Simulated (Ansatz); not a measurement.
C2H2, SMILES `C#C` (charge 0, multiplicity 1).

Calculation: frozen-core CCSDTQ/6-31g // B3LYP-D3(BJ)/def2-TZVP run with Ansatz (an electronic-structure program).

Ansatz 0.2 input:
```yaml
crystal:
  periodic: [false, false, false]
  atoms:
    - { symbol: C, position_ang: [-0.549039, 0.248142, 0.232441] }
    - { symbol: C, position_ang: [0.549041, 0.146626, -0.232443] }
    - { symbol: H, position_ang: [-1.52406, 0.338279, 0.645227] }
    - { symbol: H, position_ang: [1.524063, 0.056486, -0.645226] }
basis:
  gaussian: { orbitals: "6-31g" }
correlation:
  method: ccsdtq
```

Output:

```
Functional definition: HF
487 factors; integrals over basis functions are off by at most 3.8e-8 eV
mean field evaluation 1: about -2088.7424 eV, gradient 1.6e1 eV
mean field evaluation 2: about -2088.7527 eV, gradient 1.6e1 eV
mean field evaluation 4: about -2089.6294 eV, gradient 1.0e0 eV
mean field evaluation 8: about -2089.6331 eV, gradient 2.9e-6 eV
mean field -2089.63309337 eV, -76.7925997773 hartree, gradient 7.0e-6 eV, S^2 0.000000; 0 other end points of the search recorded, 0 dependent functions left out
2 core orbitals not correlated
reference -2089.63309337 eV, -76.7925997773 hartree; 5, 5 occupied and 15, 15 virtual orbitals, 487 factors
second order -4.94554962 eV of doubles, -0.00000000 eV of singles
cycle   1  -5.03349651 eV  change   -8.8e-2 eV  update   7.6e-2
cycle   2  -5.36867587 eV  change   -3.4e-1 eV  update   3.5e-2
cycle   3  -5.51894736 eV  change   -1.5e-1 eV  update   1.8e-2
cycle   4  -5.53370966 eV  change   -1.5e-2 eV  update   5.7e-3
cycle   5  -5.53509450 eV  change   -1.4e-3 eV  update   1.5e-3
cycle   6  -5.53347379 eV  change    1.6e-3 eV  update   5.5e-4
cycle   7  -5.53352236 eV  change   -4.9e-5 eV  update   1.6e-4
cycle   8  -5.53368677 eV  change   -1.6e-4 eV  update   6.1e-5
cycle   9  -5.53367213 eV  change    1.5e-5 eV  update   1.8e-5
cycle  10  -5.53364101 eV  change    3.1e-5 eV  update   7.7e-6
cycle  11  -5.53363650 eV  change    4.5e-6 eV  update   2.5e-6
cycle  12  -5.53363863 eV  change   -2.1e-6 eV  update   7.0e-7
cycle  13  -5.53363839 eV  change    2.4e-7 eV  update   2.7e-7
Total energy: -2095.16673176 eV, -76.9959572371 hartree
```
